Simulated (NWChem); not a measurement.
**Total energies of dimethyl sulfide (C2H6S)**

```xyz
9

C     -1.3791     0.0000     0.5069
S      0.0000     0.0000    -0.6547
C      1.3791     0.0000     0.5069
H     -1.3742     0.8990     1.1429
H     -2.3023     0.0000    -0.0896
H     -1.3742    -0.8990     1.1429
H      1.3742     0.8990     1.1429
H      2.3023     0.0000    -0.0896
H      1.3742    -0.8990     1.1429
```
Charge 0, spin multiplicity 1.

Everything below was run with NWChem. All single points use one geometry, from PBE0/def2-SVP, a minimum by its harmonic frequencies.

Basis set: cc-pVDZ (76 functions).

```json
[
 {"method": "RHF", "total energy (Ha)": "-476.75808"},
 {"method": "MP2", "total energy (Ha)": "-477.18851"},
 {"method": "B2PLYP", "total energy (Ha)": "-477.76871"},
 {"method": "PBE", "total energy (Ha)": "-477.71884"},
 {"method": "B3LYP", "total energy (Ha)": "-478.03052"},
 {"method": "M06-2X", "total energy (Ha)": "-477.94206"},
 {"method": "CCSD(T)", "total energy (Ha)": "-477.24888"}
]
```

Total energies of different functionals aren't comparable as a measure of quality: only differences taken within one method are. 

The correlated methods keep 7 core orbitals frozen. B3LYP has NWChem's definition, with VWN1-RPA local correlation. No row is a measurement; the coupled-cluster row has its own basis-set and correlation limits.
